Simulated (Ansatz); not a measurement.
Geometry optimisation, Ansatz, RKS PBE0-D4/def2-SVP.

Input:

```yaml
crystal:
  periodic: [false, false, false]
  atoms:
    - { symbol: Si, position_ang: [-0.079896, 0.148765, 0.206378] }
    - { symbol: "N", position_ang: [-0.012872, 0.0336, 1.988483] }
    - { symbol: H, position_ang: [-0.914026, -0.022715, 2.456276] }
    - { symbol: H, position_ang: [0.562877, 0.736102, 2.445173] }
    - { symbol: H, position_ang: [1.316938, 0.212113, -0.307599] }
    - { symbol: H, position_ang: [-0.800171, 1.364795, -0.297119] }
    - { symbol: H, position_ang: [-0.795584, -1.043848, -0.32721] }
    - { symbol: H, position_ang: [1.271787, -2.104168, 0.686952] }
    - { symbol: H, position_ang: [1.100147, -1.826844, 1.328167] }
basis:
  gaussian: { orbitals: def2-SVP }
hamiltonian:
  xc: pbe0
  dispersion: d4
relax:
  f_tol: 0.03
  max_steps: 50
```

Launched with:

```bash
$ ansatz run input.yaml --threads 1 --pin off --max-ram 2048MiB --backend cpu --events-out ev --progress --plain --runs-dir out
```

**Question.** Where does it end, and by what steps?

**Answer.** The forces met the threshold. The force dipped under the threshold on the way, but the program's further checks kept it going. After 15 steps the energy has fallen by 0.225 eV; H8 moved furthest, 1.39 Å.

| step | energy less start (eV) | largest force component (eV/Å) | accepted |
| --- | --- | --- | --- |
| 0 | 0.0000 | 1.540 | yes |
| 1 | -0.1287 | 0.635 | yes |
| 2 | -0.1752 | 0.340 | yes |
| 3 | -0.1993 | 0.145 | yes |
| 4 | -0.1738 | 0.572 | no |
| 5 | -0.2060 | 0.102 | yes |
| 6 | -0.2101 | 0.114 | yes |
| 7 | -0.2147 | 0.161 | yes |
| 8 | -0.2169 | 0.349 | yes |
| 9 | -0.2204 | 0.104 | yes |
| 10 | -0.2224 | 0.035 | yes |
| 11 | -0.2239 | 0.114 | yes |
| 12 | -0.2245 | 0.121 | yes |
| 13 | -0.2250 | 0.055 | yes |
| 14 | -0.2252 | 0.030 | yes |
| 15 | -0.2253 | 0.010 | yes |

```xyz
9
Properties=species:S:1:pos:R:3
Si -0.294 0.526 0.039
N 0.045 -0.035 1.647
H -0.720 -0.370 2.223
H 0.712 0.476 2.215
H 1.010 0.729 -0.659
H -1.058 1.816 -0.063
H -1.102 -0.523 -0.652
H 1.721 -2.890 1.745
H 1.336 -2.232 1.685
```

Whether the end is a true minimum wasn't checked by a vibrational analysis.

Time of the run: 22 s on 1 thread of Intel(R) Xeon(R) Platinum 8375C CPU @ 2.90GHz (Ice Lake), on a shared host, peak memory 0.13 GiB.
